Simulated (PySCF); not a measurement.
Cl₂, PBE0: how much the basis matters

PySCF, UKS reference; singlet, unpaired electrons none; De to Cl + Cl without counterpoise correction.

```json
{"basis": "3-21G", "relativity": "no relativity", "functions": "26", "Re (Å)": "2.208", "ωe (cm⁻¹)": "480", "De (eV)": "1.57"}
{"basis": "6-31G(d,p)", "relativity": "no relativity", "functions": "36", "Re (Å)": "2.011", "ωe (cm⁻¹)": "551", "De (eV)": "2.21"}
{"basis": "cc-pV(D+d)Z", "relativity": "no relativity", "functions": "46", "Re (Å)": "1.997", "ωe (cm⁻¹)": "561", "De (eV)": "2.38"}
{"basis": "def2-SVPD", "relativity": "no relativity", "functions": "54", "Re (Å)": "2.029", "ωe (cm⁻¹)": "526", "De (eV)": "2.23"}
{"basis": "def2-TZVP", "relativity": "no relativity", "functions": "74", "Re (Å)": "1.982", "ωe (cm⁻¹)": "579", "De (eV)": "2.57"}
{"basis": "def2-TZVPP", "relativity": "no relativity", "functions": "84", "Re (Å)": "1.982", "ωe (cm⁻¹)": "579", "De (eV)": "2.58"}
{"basis": "def2-TZVPPD", "relativity": "no relativity", "functions": "102", "Re (Å)": "1.980", "ωe (cm⁻¹)": "581", "De (eV)": "2.59"}
```

Task: How does each smaller set differ from the one with most functions, def2-TZVPPD?

Result: 3-21G: +22.8 pm, -17.4 % in ωe, -1.02 eV in De; 6-31G(d,p): +3.1 pm, -5.2 % in ωe, -0.38 eV in De; cc-pV(D+d)Z: +1.7 pm, -3.4 % in ωe, -0.21 eV in De; def2-SVPD: +4.9 pm, -9.5 % in ωe, -0.36 eV in De; def2-TZVP: +0.2 pm, -0.3 % in ωe, -0.02 eV in De; def2-TZVPP: +0.2 pm, -0.3 % in ωe, -0.01 eV in De. All at PBE0; the set with most functions is neither the basis-set limit nor always the best.

Measured (Huber and Herzberg, Constants of Diatomic Molecules (1979)): Re = 1.9879 Å, ωe = 559.72 cm⁻¹. 3-21G is very small, so such numbers show the basis as much as the molecule.
